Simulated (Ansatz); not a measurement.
Density of states of Re (P6_3/mmc, a = 2.750 Å, b = 2.750 Å, c = 4.443 Å, α = 90.00°, β = 90.00°, γ = 120.00°), in states per eV and primitive cell, averaged over bins of 0.3 eV. The calculation used Ansatz, DFT PBEsol, scalar-relativistic, plane waves, PAW.

Cutoff 420 eV; k points 18×18×10 on the computed 2-atom cell (Γ-centred); Gaussian smearing, width 0.10 eV; no spin polarisation.

The cell is relaxed at this level. The states (both spins) are summed by tetrahedra on a 27×27×15 mesh at the self-consistent density. Energies are bin centres; the table starts no lower than −8 eV and ends at 6 eV, or lower where the solved bands end.

It is a metal at this level.

```
E − E_F (eV) total Re 5d Re 6s Re 5p
       -7.90   0.20   0.01   0.18   0.01
       -7.60   0.25   0.02   0.20   0.01
       -7.30   0.29   0.04   0.23   0.01
       -7.00   0.37   0.08   0.27   0.01
       -6.70   0.71   0.31   0.37   0.01
       -6.40   1.44   0.91   0.50   0.02
       -6.10   1.46   1.00   0.43   0.02
       -5.80   1.80   1.38   0.39   0.02
       -5.50   1.86   1.50   0.32   0.02
       -5.20   2.15   1.87   0.24   0.02
       -4.90   1.60   1.41   0.16   0.02
       -4.60   1.32   1.17   0.12   0.02
       -4.30   2.17   1.95   0.17   0.03
       -4.00   1.70   1.59   0.07   0.02
       -3.70   2.07   1.93   0.08   0.03
       -3.40   2.46   2.27   0.11   0.03
       -3.10   2.11   1.92   0.11   0.03
       -2.80   0.90   0.80   0.06   0.01
       -2.50   1.46   1.33   0.08   0.02
       -2.20   3.09   2.86   0.13   0.03
       -1.90   2.55   2.33   0.13   0.02
       -1.60   2.35   2.14   0.12   0.02
       -1.30   2.55   2.31   0.14   0.02
       -1.00   2.66   2.40   0.14   0.02
       -0.70   2.93   2.60   0.17   0.02
       -0.40   2.15   1.89   0.12   0.01
       -0.10   1.66   1.46   0.09   0.01
        0.20   1.45   1.27   0.07   0.01
        0.50   1.32   1.17   0.05   0.00
        0.80   1.24   1.12   0.04   0.00
        1.10   1.16   1.06   0.03   0.00
        1.40   1.11   1.03   0.02   0.00
        1.70   1.08   1.02   0.02   0.00
        2.00   1.09   1.04   0.03   0.00
        2.30   1.21   1.15   0.04   0.00
        2.60   1.46   1.38   0.05   0.00
        2.90   1.73   1.63   0.07   0.00
        3.20   1.90   1.78   0.08   0.00
        3.50   2.32   2.18   0.08   0.00
        3.80   2.69   2.53   0.10   0.00
        4.10   2.61   2.44   0.11   0.00
        4.40   1.89   1.71   0.11   0.00
        4.70   0.76   0.57   0.13   0.00
        5.00   0.60   0.38   0.14   0.00
        5.30   0.59   0.34   0.15   0.00
        5.60   0.59   0.30   0.17   0.00
```

The columns after the total are the Löwdin projections on the occupied valence shells of the potentials. The rest of the total lies in shells that are empty in the free atom, which aren't projected, and between the atoms.

Spin-orbit coupling is left out, which matters for the bands of heavy elements.